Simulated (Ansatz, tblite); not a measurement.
# The cluster SiAu₃+: a ladder of methods and basis sets

The task here is to estimate one member of a computed series from the others.

Method: as each input shows; program: Ansatz 0.2.0, Gaussian basis.

Levels to be run: GFN1-xTB, GFN2-xTB, PBE-D4/def2-TZVP, r2SCAN-D4/def2-TZVP, revPBE-D4/def2-TZVP, BLYP-D4/def2-TZVP, r2SCAN0-D4/def2-TZVP, B3LYP-D4/def2-TZVP, LC-ωPBE/def2-TZVP, PBE+5HF/def2-TZVP, PBE+10HF/def2-TZVP, PBE+15HF/def2-TZVP, PBE+35HF/def2-TZVP, PBE+50HF/def2-TZVP, PBE-D4/def2-SVP, PBE0-D4/def2-SVP, CCSD(T)/def2-TZVP, RPA/def2-TZVP.

1 further run of the same task is left out (set aside as unsound or not needed). Runs told in other sessions of the task aren't counted.

## The structure

The singlet was relaxed beforehand with PBE-D4/def2-SVP. At that level it is the lowest of the isomers that a small search found.

4 atoms, charge 1, spin multiplicity 1.

Bond lengths: Au1–Si4 2.383 Å, Au2–Si4 2.382 Å, Au3–Si4 2.480 Å. Angles: Au1–Si4–Au2 136.1°, Au1–Si4–Au3 68.1°, Au2–Si4–Au3 68.1°.

As a file:

```xyz
4
charge 1, multiplicity 1
Au    1.9231   -1.1013   -0.0564
Au   -2.0728    0.7855    0.0339
Au    0.6049    1.2775    0.0709
Si   -0.4553   -0.9617   -0.0485
```

Au takes a core potential in the def2 sets. No spin-orbit coupling is included. The ion is computed in the gas phase, without counter-ions or solvent.

PBE0-D4/def2-TZVP was run before; its log isn't repeated, and its numbers join the tables.

Set-up of the first run:

Tight binding, by tblite at 300 K electronic temperature and without a spin-polarisation term:

```python
tblite.interface.Calculator('GFN1-xTB', numbers, positions, charge=1, uhf=0).singlepoint()
```

Tight binding, by tblite at 300 K electronic temperature and without a spin-polarisation term:

```python
tblite.interface.Calculator('GFN2-xTB', numbers, positions, charge=1, uhf=0).singlepoint()
```

start.molden holds the orbitals of an earlier run on this state, given as this run's starting guess.

in.yaml

```yaml
crystal:
  periodic: [false, false, false]
  atoms:
    - {symbol: Au, position_ang: [1.923131, -1.101330, -0.056352]}
    - {symbol: Au, position_ang: [-2.072785, 0.785468, 0.033943]}
    - {symbol: Au, position_ang: [0.604932, 1.277547, 0.070866]}
    - {symbol: Si, position_ang: [-0.455278, -0.961695, -0.048468]}
basis:
  gaussian: {orbitals: def2-TZVP, initial_orbitals: start.molden}
total_charge: 1
hamiltonian: {xc: pbe, dispersion: d4}
scf: {omitted_lower_state_checks: [starts]}
output: {orbitals: {seedname: orbitals}}
```

Started as:

```
> ansatz run in.yaml --threads 4 --pin off --events-out ev --progress --plain --max-ram 3916MiB
```

Among the steps run: PBE-D4/def2-TZVP; r2SCAN-D4/def2-TZVP; revPBE-D4/def2-TZVP; BLYP-D4/def2-TZVP; r2SCAN0-D4/def2-TZVP; B3LYP-D4/def2-TZVP; LC-ωPBE/def2-TZVP; PBE+5HF/def2-TZVP; PBE+10HF/def2-TZVP; PBE+15HF/def2-TZVP; PBE+35HF/def2-TZVP; PBE+50HF/def2-TZVP; PBE-D4/def2-SVP; PBE0-D4/def2-SVP; CCSD(T)/def2-TZVP; RPA/def2-TZVP.

One table of the session follows, with a row left open; its other results are not shown here.

```
               level  HOMO (eV)  LUMO (eV)  gap (eV)
     PBE-D4/def2-SVP     -11.03      -9.01      2.03
    PBE-D4/def2-TZVP     -10.98      -8.91      2.06
 revPBE-D4/def2-TZVP     -10.87      -8.81      2.07
   BLYP-D4/def2-TZVP     -10.87      -8.79      2.09
 r2SCAN-D4/def2-TZVP     -11.01      -8.76      2.25
  B3LYP-D4/def2-TZVP     -11.54      -8.26      3.28
    PBE0-D4/def2-SVP     -11.67      -8.15      3.51
   PBE0-D4/def2-TZVP     -11.60      -8.03      3.56
r2SCAN0-D4/def2-TZVP          ?          ?         ?
   LC-ωPBE/def2-TZVP     -13.36      -5.74      7.62
   PBE+5HF/def2-TZVP     -11.10      -8.74      2.36
  PBE+10HF/def2-TZVP     -11.23      -8.57      2.66
  PBE+15HF/def2-TZVP     -11.35      -8.39      2.96
  PBE+35HF/def2-TZVP     -11.84      -7.67      4.17
  PBE+50HF/def2-TZVP     -12.21      -7.13      5.08
```

Q: Estimate the row for r2SCAN0-D4/def2-TZVP from the others.

The run gave: HOMO (eV): -11.66; LUMO (eV): -7.96; gap (eV): 3.70. In the column «HOMO (eV)» it lies between PBE0-D4/def2-SVP (-11.67) and PBE0-D4/def2-TZVP (-11.60).
